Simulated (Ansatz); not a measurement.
Potential energy curve for SH, doublet.

Levels of theory: UKS-PBE = Ansatz (a quantum-chemistry and plane-wave program) with unrestricted PBE/aug-cc-pVDZ; UKS-CAM-B3LYP = Ansatz with unrestricted CAM-B3LYP/aug-cc-pVDZ; FCI = full CI/aug-cc-pVDZ, frozen core run with Ansatz.

Energies relative to the lowest point of each curve near equilibrium, in mEh; the last columns give the error against full CI:

| R / Å | UKS-PBE | UKS-CAM-B3LYP | FCI | UKS-PBE − FCI | UKS-CAM-B3LYP − FCI |
|---|---|---|---|---|---|
| 1.03 | 98.5 | 94.6 | 96.8 | 1.6 | -2.2 |
| 1.07 | 70.6 | 67.2 | 69.0 | 1.6 | -1.8 |
| 1.16 | 28.9 | 26.5 | 27.5 | 1.3 | -1.0 |
| 1.22 | 13.1 | 11.5 | 12.1 | 1.0 | -0.6 |
| 1.24 | 9.4 | 8.0 | 8.5 | 0.9 | -0.5 |
| 1.33 | 0.6 | 0.3 | 0.4 | 0.2 | -0.1 |
| 1.35 | 0.0 | 0.0 | 0.0 | 0.0 | 0.0 |
| 1.39 | 0.0 | 0.5 | 0.3 | -0.3 | 0.2 |
| 1.42 | 0.8 | 1.7 | 1.4 | -0.5 | 0.3 |
| 1.48 | 4.3 | 5.9 | 5.3 | -1.0 | 0.6 |
| 1.56 | 11.5 | 14.2 | 13.1 | -1.6 | 1.1 |
| 1.67 | 24.6 | 28.8 | 26.6 | -2.0 | 2.2 |
| 1.80 | 42.2 | 48.3 | 44.1 | -1.9 | 4.2 |
| 2.01 | 71.0 | 79.7 | 70.8 | 0.2 | 8.9 |
| 2.24 | 98.4 | 105.1 | 93.8 | 4.6 | 11.4 |
| 2.42 | 113.4 | 117.1 | 106.4 | 7.0 | 10.7 |
| 2.66 | 124.7 | 126.2 | 117.0 | 7.8 | 9.2 |
| 2.99 | 131.9 | 132.2 | 123.9 | 8.1 | 8.3 |
| 3.30 | 134.9 | 134.7 | 126.4 | 8.5 | 8.2 |
| 3.64 | 136.4 | 135.9 | 127.5 | 8.8 | 8.3 |
| 4.08 | 137.1 | 136.5 | 128.1 | 9.0 | 8.4 |
| 4.76 | 137.4 | 136.8 | 128.3 | 9.1 | 8.5 |
| 5.31 | 137.4 | 136.8 | — | — | — |

UKS-PBE is furthest from FCI at 4.76 (9.1 mEh, above); its mean absolute error over the points is 3.5 mEh.

UKS-CAM-B3LYP is furthest from FCI at 2.24 (11.4 mEh, above); its mean absolute error over the points is 4.4 mEh.

Dashes: no converged value, or the column stops at the first point that the program doubted or that broke a chosen test of continuity, which isn't proof of a fault.

The unrestricted determinant behind UKS-PBE, UKS-CAM-B3LYP is spin-contaminated at 2.24 to 5.31 Å (<S²> up to 1.8, against 0.75 for a pure doublet).
